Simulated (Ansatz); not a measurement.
Program: Ansatz. Geometries: PBE0-D4/def2-TZVP. ΔE: electronic, gas phase. CCSD(T)/CBS adds triple-zeta CCSD(T) − MP2 to the extrapolated MP2 energy (def2 sets, frozen cores). This one scheme is used for every species, atoms too. Open shells (•) are unrestricted, without spin–orbit coupling. Spin–orbit coupling would lower the free atoms: a little for C, F.

Reaction (atomization): `CC(C)(F)F` → 3 C• + 2 F• + 6 H•

```
    species  CCSD/CBS(def2) energy (Eh)
`CC(C)(F)F`                  -317.33431
         C•                   -37.78991
         F•                   -99.66528
         H•                    -0.50000
```

Task: Work out ΔE.

Result: ΔE = 6 × (-0.50000) + 3 × (-37.78991) + 2 × (-99.66528) − (-317.33431) = 1.63402 Eh = +4290.1 kJ/mol. CCSD(T)/CBS gives +4349.0 kJ/mol.

Task: What do rigid-rotor, harmonic-oscillator terms from PBE0-D4/def2-TZVP frequencies (298.15 K, 1 bar) make of the CCSD(T)/CBS value? (Best estimate.)

Result: Ansatz gave: ΔZPE = -230.7 kJ/mol, ΔH = +4169.2 kJ/mol, ΔS = 1181 J/(mol·K), ΔG = +3816.9 kJ/mol. Open shells count their whole term as degenerate.

Largest T1 diagnostic among the species: 0.011.

From r2SCAN to r2SCAN0 (25 % exact exchange), in def2-TZVPP and without D4, ΔE moves by −68.8 kJ/mol: exact exchange takes away binding that semilocal exchange gives to molecules. In def2-TZVPP, CCSD(T) changes the Hartree–Fock value by +1028.1 kJ/mol (the triples alone add +58.9 kJ/mol) and MP2 by +1106.9 kJ/mol; breaking electron pairs costs correlation energy, which Hartree–Fock lacks. The D4 term adds +25.6 kJ/mol with B3LYP and +13.3 kJ/mol with PBE0; it sums over pairs of atoms, weighted by their polarisabilities, and B3LYP, whose exchange is more repulsive, gets the larger term.

B3LYP here is the variant with VWN-RPA as its local correlation; programs differ in this.

For atomizations the MP2-based limit and the directly extrapolated one differ by several kJ/mol either way, and by 10 to 25 for some Ge, Se and Sn compounds, so smaller differences from it don't rank the levels.
